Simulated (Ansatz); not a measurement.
Mulliken charges of CH2S2, SMILES `S=CS` from PBE/def2-TZVPP in Ansatz (PBE0-D4/def2-TZVP geometry).

```
atom   x (Å)   y (Å)   z (Å)  charge (e)
  S1  -1.476   0.361   0.800      -0.199
  C2  -0.355  -0.410  -0.067      -0.025
  S3   1.244   0.093  -0.457      -0.011
  H4  -0.549  -1.391  -0.506       0.119
  H5   1.186   1.273   0.190       0.116
```

By hand: the dipole of these point charges (1 e Å = 4.8032 D).

Σ q r = (0.361, -0.080, -0.191) e Å, of length 0.416 e Å = 2.00 D.

How does the dipole of the full density compare? (Estimate.)

Computed: (0.318, -0.047, -0.155) e Å, 1.71 D; the point charges give 1.17 times that, at 4° from its direction.

Point charges leave out the atoms' own dipoles, such as those of lone pairs, and Mulliken's split depends on the basis, so the two needn't agree.
